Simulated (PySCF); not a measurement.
Compound: CClF (singlet state).
SMILES: `F[C]Cl`

Level of theory: PySCF 2.14.0, PBE0-D3(BJ)/def2-TZVP geometry optimisation, gas phase.

Masses are those of the commonest isotopes; rigid-rotor values at the optimised geometry. 

Question: What are A, B and C (MHz)?

Answer: Ia = 7.16, Ib = 78.01, Ic = 85.16 u·Å²; 505379 MHz·u·Å²/I gives A = 70598, B = 6479, C = 5934 MHz.

Question: What kind of rotor is it?

Answer: A near-prolate asymmetric top. Ray's parameter κ = (2B − A − C)/(A − C) = -0.983; −1 is the prolate and +1 the oblate limit.

Question: List the rotational levels J(Ka,Kc) to J = 5 (MHz).

Answer: Above 0(0,0):
J = 1: 1(0,1) 12413, 1(1,1) 76533, 1(1,0) 77077
J = 2: 2(0,2) 37236, 2(1,2) 100814, 2(1,1) 102448, 2(2,1) 294807, 2(2,0) 294810
J = 3: 3(0,3) 74461, 3(1,3) 137234, 3(1,2) 140502, 3(2,2) 332046, 3(2,1) 332063, 3(3,1) 654008, 3(3,0) 654008
J = 4: 4(0,4) 124078, 4(1,4) 185790, 4(1,3) 191236, 4(2,3) 381695, 4(2,2) 381747, 4(3,2) 703667, 4(3,1) 703667, 4(4,1) 1154404, 4(4,0) 1154404
J = 5: 5(0,5) 186074, 5(1,5) 246479, 5(1,4) 254647, 5(2,4) 443753, 5(2,3) 443873, 5(3,3) 765743, 5(3,2) 765744, 5(4,2) 1216477, 5(4,1) 1216477, 5(5,1) 1795997, 5(5,0) 1795997
Those of J = 1 are B + C, A + C and A + B.

Question: Which types of transition are allowed, and where do some lines up to J = 2 fall?

Answer: The dipole components are |μa| = 0.18 D, |μb| = 0.83 D, |μc| = 0.00 D; the mirror of this Cs structure is the ab plane, so μc vanishes by symmetry and there are no c-type lines. Intensities carry the squares of the components, which stand as 0.05 : 1.00 (a : b). Some lines, for components of 0.1 D or more:

| type | branch | J(Ka,Kc) | MHz | lower level (cm⁻¹) |
| --- | --- | --- | --- | --- |
| a | Q | 1(1,0) ← 1(1,1) | 545 | 2.553 |
| a | Q | 2(1,1) ← 2(1,2) | 1634 | 3.363 |
| a | R | 1(0,1) ← 0(0,0) | 12413 | 0.000 |
| a | R | 2(1,2) ← 1(1,1) | 24281 | 2.553 |
| a | R | 2(0,2) ← 1(0,1) | 24823 | 0.414 |
| a | R | 2(1,1) ← 1(1,0) | 25371 | 2.571 |
| b | Q | 1(1,0) ← 1(0,1) | 64664 | 0.414 |
| b | Q | 2(1,1) ← 2(0,2) | 65212 | 1.242 |
| b | R | 1(1,1) ← 0(0,0) | 76533 | 0.000 |
| b | R | 2(1,2) ← 1(0,1) | 88401 | 0.414 |
| b | Q | 2(2,0) ← 2(1,1) | 192362 | 3.417 |
| b | Q | 2(2,1) ← 2(1,2) | 193993 | 3.363 |
| b | R | 2(2,1) ← 1(1,0) | 217730 | 2.571 |
| b | R | 2(2,0) ← 1(1,1) | 218278 | 2.553 |

Stationary, but not proved a minimum. These are rigid-rotor constants of the computed structure; measured ground-state constants (B0) also hold zero-point vibration. Quadrupole hyperfine structure (35Cl) is left out.
